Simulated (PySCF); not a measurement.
One molecule, many functionals

C3H7F2N.
Atom-mapped SMILES: `[CH3:1][C@H:2]([NH2:3])[CH:4]([F:5])[F:6]` (hydrogens: H7, H8, H9 on C1; H10 on C2; H11, H12 on N3; H13 on C4)

Geometry (PBE0-D3(BJ)/def2-SVP, Å), atoms numbered from 1 in this order:
```
atom  x, y, z in Å
C1    -0.691   -0.955   -0.851
C2    -0.227   -0.173    0.366
N3    -1.033    1.013    0.552
C4     1.257    0.147    0.269
F5     1.650    0.822    1.378
F6     1.484    0.959   -0.795
H7    -0.550   -0.360   -1.767
H8    -0.131   -1.895   -0.971
H9    -1.759   -1.190   -0.753
H10   -0.337   -0.809    1.263
H11   -0.709    1.524    1.371
H12   -0.900    1.637   -0.244
H13    1.901   -0.744    0.162
```

Linear-response calculations in the def2-SVPD basis (PySCF; singlets by full response, triplets Tamm–Dancoff, core orbitals frozen in the response; HF means time-dependent Hartree–Fock). 'Strongest' is the level of largest summed f among the singlets computed (10 roots, of which the last may lack a degenerate partner); it can jump between rows when another state enters that window. S1 is the lowest singlet of each run and needn't be the same state throughout; f(S1) is that of one state. One conformer (not necessarily the lowest) at the PBE0-D3(BJ)/def2-SVP geometry, without solvent, vibrations or thermal averaging.

```tsv
functional	kind	S1 (eV)	f(S1)	strongest (eV)	T1 (eV)	HOMO (eV)	gap (eV)	ionisation energy, ΔSCF (eV)
LDA	LDA	5.88	0.027	8.43	5.75	-6.01	5.83	9.69
PBE	GGA	5.82	0.026	8.35	5.67	-5.88	5.77	9.50
B3LYP	global hybrid, 20% exact exchange	6.49	0.031	9.12	6.29	-7.16	7.46	9.82
PBE0	global hybrid, 25% exact exchange	6.77	0.033	9.44	6.52	-7.38	8.00	9.75
BHandHLYP	global hybrid, 50% exact exchange	7.34	0.034	10.23	7.02	-8.86	9.95	9.79
CAM-B3LYP	range-separated hybrid	6.94	0.033	9.80	6.65	-8.87	10.10	9.94
wB97X-D	range-separated hybrid	7.20	0.038	10.04	7.01	-9.32	11.61	9.86
LC-wPBE	range-separated hybrid	7.55	0.037	10.48	7.18	-10.23	12.58	9.99
HF	Hartree–Fock	8.38	0.038	11.64	7.86	-11.18	13.80	not settled
```

S1 runs from 5.82 eV (PBE) to 8.38 eV (HF), a spread of 2.57 eV, while the orbital gap spreads over 8.0 eV. Along PBE (0%), B3LYP (20%), PBE0 (25%), BHandHLYP (50%), HF (100%) S1 rises with the share of exact exchange. −ε(HOMO) comes closest to its own ΔSCF ionisation energy with LC-wPBE (+0.24 eV) and misses most with LDA (-3.68 eV). 'Not settled' means that the ion's SCF failed to converge or may have ended in another state than the lowest.
